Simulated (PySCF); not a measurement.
Spin-Hamiltonian simulation

Molecule: methoxymethyl fluoride (COCF, C$_{2}$H$_{5}$FO).

Geometry:
| atom | x (Å) | y (Å) | z (Å) |
| --- | --- | --- | --- |
| C1 | -1.137 | 0.126 | -0.299 |
| O2 | 0.145 | -0.267 | -0.762 |
| C3 | 1.144 | -0.105 | 0.150 |
| F4 | 1.012 | -0.982 | 1.207 |
| H5 | -1.819 | -0.027 | -1.131 |
| H6 | -1.450 | -0.484 | 0.552 |
| H7 | -1.135 | 1.183 | -0.008 |
| H8 | 1.160 | 0.901 | 0.606 |
| H9 | 2.093 | -0.340 | -0.341 |

Computational details: coordinates at the GFN2-xTB level, NMR shieldings at PBE0/pcSseg-1/GIAO, J couplings at B3LYP/pcJ-1, in PySCF 2.14 (averaged over atoms made equivalent by symmetry, fast rotation or ring inversion, a single conformation, no relativistic terms, isolated molecule).

Shifts are taken against calculated references (same method and geometry level): TMS for ¹H (31.72 ppm).

Shifts (ppm): F4 -181.1, H5/H6/H7 3.70, H8/H9 5.53.
Couplings (Hz): F4–H5, F4–H6, F4–H7: 2.2; F4–H8, F4–H9: 61.2; H5–H6, H5–H7, H6–H7: -10.7; H5–H8, H5–H9, H6–H8, H6–H9, H7–H8, H7–H9: -0.2; H8–H9: -3.2.

The 6-spin Hamiltonian (Zeeman plus full scalar coupling among like nuclei) was diagonalised exactly; lines are Lorentzian, 1.0 Hz wide, and the maxima above 3 % are listed with the tallest set to 100.

Problem. Give the ¹H peak list of this spin system at 60 MHz.

Solution. 
Hz from δ = 0 (height): 362.4 (62), 301.2 (62), 223.1 (100), 220.9 (100)

Problem. And at 500 MHz?

Solution. 
δ in ppm (height): 5.591 (62), 5.469 (62), 3.702 (100), 3.698 (100)
